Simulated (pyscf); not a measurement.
# Concerted two-bond exchange: `[OH][Sn][OH]` [singlet] + `[H][H]` -> `[O]=[SnH][OH]` + `[H][H]`

Gas phase, singlet surface, charge 0. Bonds broken: O3–H5, H6–H7. Bonds formed: Sn2–H6, H5–H7. Single points on ωB97X-D3(BJ)/def2-SVP structures (PySCF, gas phase).

Transition state (Å):

```xyz
7

O      1.0908     1.5701    -0.5227
Sn     0.1376    -0.1018    -0.1585
O     -1.7428    -0.0026     0.0127
H      0.4733     2.3139    -0.5793
H     -1.6942    -1.4232     0.2350
H      0.0900    -1.8734     0.1310
H     -1.2550    -2.2506     0.3251
```

One imaginary mode, 1857i cm⁻¹; descent along it reached the two sides named.

```csv
bond,change,reactant side (Å),saddle,product side
O3–H5,breaks,0.964,1.439,2.333
H6–H7,breaks,0.760,1.410,4.4
Sn2–H6,forms,3.6,1.796,1.694
H5–H7,forms,2.6,0.941,0.765
```

Electronic energies relative to the separated reactants (kcal/mol):

```tsv
level	barrier	reaction energy	reverse barrier
ωB97X-D3(BJ)/def2-TZVP	103.1	+63.4	39.7
PBE/def2-TZVP	87.4	+58.5	29.0
r²SCAN/def2-TZVP	92.7	+60.5	32.3
B3LYP-D3(BJ)/def2-TZVP	99.6	+64.5	35.1
PBE0-D3(BJ)/def2-TZVP	96.6	+63.3	33.3
M06-2X/def2-TZVP	106.5	+65.9	40.6
ωB97M-D3(BJ)/def2-TZVP	104.7	+65.7	39.0
HF/def2-TZVP	130.6	+72.8	57.8
```

With ωB97M-D3(BJ)/def2-TZVP energies and thermal terms (ideal gas, 1 atm, RRHO with modes under 100 cm⁻¹ raised to 100, one conformer, R ln 2 for chiral ones without a mode under 150 cm⁻¹), in kcal/mol:

```json
[
 {"T (K)": "298", "ΔH‡": "102.8", "ΔG‡": "111.3", "ΔH": "+63.5", "ΔG": "+63.4"},
 {"T (K)": "600", "ΔH‡": "101.7", "ΔG‡": "120.4", "ΔH": "+63.4", "ΔG": "+63.3"},
 {"T (K)": "900", "ΔH‡": "101.7", "ΔG‡": "129.8", "ΔH": "+63.5", "ΔG": "+63.3"},
 {"T (K)": "1200", "ΔH‡": "102.1", "ΔG‡": "139.1", "ΔH": "+63.6", "ΔG": "+63.2"}
]
```

The same reactants have a lower exit, to H₂O + HO–SnH: [singlet] (barrier +25.0 kcal/mol at ωB97M-D3(BJ)/def2-TZVP, against +104.7 kcal/mol here). This is the saddle that the search found; another between the same sides may lie lower. Elements past Kr carry the def2 core potentials, without spin-orbit coupling.
